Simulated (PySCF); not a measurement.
Input for PySCF: R-B3LYP/6-31G* on CH7NO (a complex).

```python
from pyscf import gto, scf, dft, mp
from pyscf.data.elements import chemcore

mol = gto.M(
    atom='''
    O    -1.98963577   -0.55434302   -0.00413073
    H    -2.34829277    0.33333898    0.02820127
    H    -1.02812777   -0.41674802    0.01199727
    N     0.78131023   -0.34535402    0.02063027
    H     1.07667523   -0.89799202   -0.77416073
    H     1.09139123   -0.85607502    0.83748927
    C     1.44064623    0.96300998   -0.01961173
    H     1.13010323    1.54473498    0.84490327
    H     2.53195523    0.92371498   -0.02856773
    H     1.11393323    1.49892698   -0.90743573
    ''',
    basis='6-31g*',
    cart=True,
    charge=0, spin=0, verbose=3, max_memory=1800)
mf = dft.RKS(mol, xc='b3lyp')
mf.conv_tol = 1e-8
mf.max_cycle = 100
mf.kernel()
if not mf.converged:
    mf = mf.newton().run(mf.mo_coeff, mf.mo_occ)
```

It printed:

```
converged SCF energy = -172.274418376879
```

Self-consistency was reached.

Cost: around 4 core-seconds (rough).
